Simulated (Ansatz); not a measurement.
# H₃O⁺ ··· H₂O₂

The pair of H₃O⁺ (SMILES [OH3+], atoms 1–4) and H₂O₂ (SMILES OO, atoms 5–8), both closed shells, in one local arrangement (a lower one may exist), relaxed at PBE0-D4/def2-TZVP:

O1  (-0.085, -0.335, -1.459)
H2  (0.809, -0.122, -1.762)
H3  (-0.742, 0.084, -2.034)
H4  (-0.263, -0.247, -0.328)
O5  (-0.431, -0.134, 0.916)
O6  (0.761, 0.499, 1.357)
H7  (-0.457, -0.973, 1.411)
H8  (0.409, 1.226, 1.898)
(Å)

Computed with Ansatz 0.2.0 (basis: def2-TZVPPD, with def2-QZVPPD for the basis limit); correlated methods freeze the cores. B3LYP uses VWN-RPA correlation. Extrapolation: Hartree–Fock as exp(−7.88 √X), correlation as X^−2.97. Interaction energies count from these two fragments, frozen as in the pair, with the counterpoise correction; negative means bound.

Task: What is the interaction energy by CCSD(T) at an estimated basis limit (MP2 extrapolated from triple and quadruple zeta, plus CCSD(T) − MP2 in triple zeta)? (To be estimated.)

Result: Computed: -179.9 kJ/mol. Hartree–Fock alone gives -170.1 kJ/mol at the basis limit. It counts from the two fragments frozen as in the pair.

The same quantity by other methods in triple zeta, and each one's difference from that estimate:
```csv
method,E_int (kJ/mol),difference
PBE-D4,-186.5,-6.6
revPBE-D4,-180.1,-0.2
BLYP-D4,-178.4,1.5
r2SCAN-D4,-190.3,-10.4
B97M-V,-183.1,-3.2
PBE0-D4,-189.3,-9.4
B3LYP-D4,-183.2,-3.3
HSE06-D4,-189.4,-9.5
wB97X-V,-182.6,-2.7
wB97M-V,-180.8,-0.9
B2PLYP,-179.3,0.7
HF,-169.9,10.0
MP2,-177.1,2.8
CCSD,-173.8,6.1
CCSD(T),-175.6,4.3
```
Differences are method less estimate.

Task: Which atoms make the shortest contact between the fragments?

Result: H4 and O5, 1.26 Å apart.

Energy to bend the free fragments (PBE0-D4 minima) into their shapes in the pair, CCSD(T)/def2-TZVPPD: H₃O⁺ 49.6 kJ/mol; H₂O₂ 1.9 kJ/mol. This must be added to the interaction energy to get the binding energy from relaxed fragments.

Basis-set superposition shift (counterpoise-corrected less uncorrected): CCSD(T) 6.3; MP2 6.3; HF 0.5; PBE0-D4 0.5; wB97M-V 0.5 kJ/mol.

No T1 diagnostic of these runs exceeds 0.013.

For scale, one of the runs: CCSD(T)/def2-TZVPPD, 205 basis functions, launched by `ansatz run in.yaml --threads 2 --pin off --events-out ev --progress --plain --max-ram 5222MiB`. Time: 25 s of wall clock on 2 CPU threads; the host was shared. Peak host memory: 2.8 GiB.
